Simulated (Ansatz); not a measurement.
Run this with Ansatz 0.2.0 through its Python package and show what comes out.

The script, `c2h2o2s_opt.py`:
```python
# -*- coding: utf-8 -*-
"""Minimum-energy structure of C2H2O2S."""

import ansatz
import numpy as np

BASIS_SET = "cc-pVDZ"
FUNCTIONAL = "b3lyp"

GEOMETRY = """
O    -1.15190   -0.06300    1.20060
C     0.04730    0.42000    0.85880
C     0.65010    0.15850   -0.30020
S     0.15320   -0.73280   -1.60540
O     1.15420   -0.40390    0.85620
H    -1.68730    0.78080    1.49510
H     0.89560   -0.22750   -2.55070
"""

mol = ansatz.Crystal.molecule()
for line in GEOMETRY.strip().splitlines():
    symbol, *xyz = line.split()
    mol = mol.atom(symbol, [float(v) for v in xyz])

calc = (
    mol.calculation()
    .basis(gaussian=BASIS_SET)
    .functional(FUNCTIONAL)  # exchange and correlation
    .accuracy("medium")
    .scf(lower_state_search="off")
)
symbols = [site.symbol for site in mol.cartesian_sites]
start = np.array([site.position_ang for site in mol.cartesian_sites], dtype=float)
report = calc.relax(force_tolerance=0.02).run().report
end = np.array(report["positions_ang"])

print(f"E = {report['free_energy_ev']:.6f} eV = {report['free_energy_ev'] / 27.211386246:.7f} Ha")
print("converged:", report["converged"], " doubts:", report["published_state_doubts"] or "none")

print("bond        before    after (A)")
for i, j in [(0, 1), (0, 5), (1, 2), (1, 4), (2, 3), (2, 4), (3, 6)]:
    d0, d1 = (np.linalg.norm(xyz[i] - xyz[j]) for xyz in (start, end))
    print(f"{symbols[i]}{i}-{symbols[j]}{j}".ljust(10), f"{d0:8.4f} {d1:8.4f}")
for i, j, k in [(1, 0, 5), (0, 1, 2), (0, 1, 4), (2, 1, 4), (1, 2, 3), (1, 2, 4), (3, 2, 4), (2, 3, 6)]:
    u, v = end[i] - end[j], end[k] - end[j]
    print(f"angle {symbols[i]}{i}-{symbols[j]}{j}-{symbols[k]}{k}: {np.degrees(np.arccos(np.clip(u @ v / np.linalg.norm(u) / np.linalg.norm(v), -1, 1))):.2f} deg")
```

Running `python c2h2o2s_opt.py` prints:
```text
E = -17034.344692 eV = -626.0006211 Ha
converged: True  doubts: none
bond        before    after (A)
O0-C1        1.3372   1.3518
O0-H5        1.0418   0.9765
C1-C2        1.3323   1.4619
C1-O4        1.3799   1.2172
C2-S3        1.6568   1.6637
C2-O4        1.3812   2.3398
S3-H6        1.3039   1.3731
angle C1-O0-H5: 105.71 deg
angle O0-C1-C2: 113.93 deg
angle O0-C1-O4: 124.27 deg
angle C2-C1-O4: 121.43 deg
angle C1-C2-S3: 115.47 deg
angle C1-C2-O4: 26.35 deg
angle S3-C2-O4: 113.03 deg
angle C2-S3-H6: 99.34 deg
```

Notes:
- These settings explore the input space; basis and method may be short of convergence.
- The end point is the stationary point reached from this start; no frequency run checks that it is a minimum, and the basis set is modest.
- b3lyp holds the VWN-RPA fit, as in Gaussian; the form of ORCA and Turbomole is b3lyp5.
- The bonding changed during the relaxation, so the end is another isomer than the start names.
- Wall time of the script: 44 s on 1 thread of Arm Neoverse V2, on a shared host, peak memory 0.22 GiB.

(A comment or docstring line of the script was reworded after the run, the code is as it ran; lines on the test bed's own set-up are left out of the output.)
